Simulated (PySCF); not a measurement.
Structure elucidation problem

Molecular formula: C4H10N2. Simulated spectra:

¹H NMR (500 MHz, computed): δ 6.55 (m, 1H), 3.78 (m, 1H), 3.45 (m, 1H), 2.79 (s, 3H), 2.72 (br s, 1H), 2.57 (s, 3H).

¹³C{¹H} NMR (computed): δ 149.8, 82.4, 36.7, 35.8.

One averaged value for each set of equivalent atoms, non-relativistic, no solvent model, a single conformation. PBE0/pcSseg-1 with gauge-including orbitals; GFN2-xTB structure; PySCF.

References, each an isolated molecule treated in the same way: ¹H and ¹³C vs TMS.

Problem. Deduce the structure.

Solution. 
1. The formula gives 1 degree of unsaturation (no ring in the answer).
2. 4 carbon signals for 4 carbons: no two carbons are equivalent.
3. Carbon types of the structure: 1 × CH, 1 × CH2, 2 × CH3, leaving 1 H on heteroatoms.
4. δC 149.8: alkene carbon bearing nitrogen; an sp2 carbon further deshielded by the attached heteroatom.
5. δC 82.4: β carbon of an enol-ether or enamine type C=C; the O or N lone pair pushes π density onto this β carbon and shields it.
6. δC 36.7, 35.8: methyl carbon bonded to N; the inductive effect lowers its shielding.
7. δH 6.55: hydrogen on an alkene carbon bearing nitrogen; a vinylic proton, deshielded by the sp2 carbon and the C=C anisotropy.
8. δH 3.78, 3.45: hydrogen on a β carbon of an enol-ether or enamine type C=C; lone-pair donation from O or N shields it, upfield of ordinary alkene protons.
9. δH 2.79, 2.57: hydrogen on a methyl carbon bonded to N; its carbon carries N, hence the downfield position.
10. δH 2.72: hydrogen on a nitrogen bonded to O or N; exchangeable, gas-phase position.

The compound is SMILES C=CN(C)NC.

The data come from this structure; uniqueness wasn't tested.

OH/NH shifts are gas-phase values; hydrogen bonding in solution moves them, usually downfield. Shifts are as computed. Against solution values, carbons near 30 ppm lie about +3 ppm off and those near 130 ppm about +5 ppm. Of 1211 compounds with measured shifts, 218 miss one by over three times the rms of a fit or turn the order of signals round; such compounds aren't used in these exercises. No couplings were computed; multiplicities are counted from neighbouring protons, with m where these are inequivalent, close in shift, in a saturated or five-membered ring or joined by F or P, and br s for small geminal =CH2 splittings.
